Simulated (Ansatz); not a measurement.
```yaml
crystal:
  periodic: [false, false, false]
  atoms:
    - {symbol: N, position_ang: [-0.022634, 0.124930, 0.003386]}
    - {symbol: H, position_ang: [-0.095517, -0.025858, 0.994349]}
basis:
  gaussian: {orbitals: cc-pVDZ}
magnetization: {spin_polarized: true, initial_magnetization: 2}
hamiltonian: {xc: {name: HSE06}, dispersion: d4}
```

```sh
$ ansatz run in.yaml --threads 2 --pin off --events-out ev --progress --plain --max-ram 22528MiB --backend cpu
```

Shortened log:

```
Functional definition: HSE06
180 factors; integrals over basis functions are off by at most 1.5e-3 eV
19 factors; integrals over basis functions are off by at most 2.8e-6 eV
mean field evaluation 1: about -1500.3217 eV, gradient 1.1e1 eV
mean field evaluation 2: about -1500.5188 eV, gradient 8.7e0 eV
mean field evaluation 4: about -1500.8720 eV, gradient 4.4e-2 eV
mean field evaluation 8: about -1500.8707 eV, gradient 1.6e-4 eV
mean field -1500.87065914 eV, -55.1559793969 hartree, gradient 3.4e-5 eV, S^2 2.005124; 0 other end points of the search recorded, 0 dependent functions left out
reference -1500.87067112 eV, -55.1559798369 hartree; 5, 3 occupied and 14, 16 virtual orbitals, 180 factors
Total energy: -1500.87230115 eV, -55.1560397395 hartree
```

Run time 0.2 s (2 threads of an AMD EPYC 7R13 on a shared host); peak host memory 0.15 GiB.
